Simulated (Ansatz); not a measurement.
AlH2(SiH3) (AlSiH₅). The state is a triplet with charge 0. Geometry r2SCAN-D4/def2-TZVP, that of the neutral singlet; atoms count from 1.

```xyz
7

Al    0.6874    0.5831    1.0840
H     0.7876    2.1617    1.2192
H     1.3304   -0.3249    2.2164
Si   -0.4862   -0.4344   -0.8195
H     0.0394   -1.7840   -1.1687
H    -0.4283    0.4057   -2.0486
H    -1.9304   -0.6073   -0.4827
```

At PBE0-D4/def2-TZVP a singlet of charge 0 lies 3.50 eV below the triplet at the same geometry.

Estimate the Mulliken populations from the PBE0/def2-TZVP orbitals of Ansatz.


| atom | charge (e) | spin (α − β) |
| --- | --- | --- |
| Al1 | 0.00 | 1.07 |
| H2 | -0.06 | 0.06 |
| H3 | -0.06 | 0.06 |
| Si4 | 0.02 | 0.65 |
| H5 | 0.03 | 0.03 |
| H6 | 0.03 | 0.03 |
| H7 | 0.03 | 0.08 |
Mulliken values depend strongly on the basis.

Where does the spin sit?

Summed by element: Al 1.07, H 0.27, Si 0.65, of 2 unpaired in all. Largest on single atoms: Al1 1.07, Si4 0.65, H7 0.08.

And the Mayer bond orders between heavy atoms (over 0.3)?

Al1–Si4 0.80 (2.46 Å).
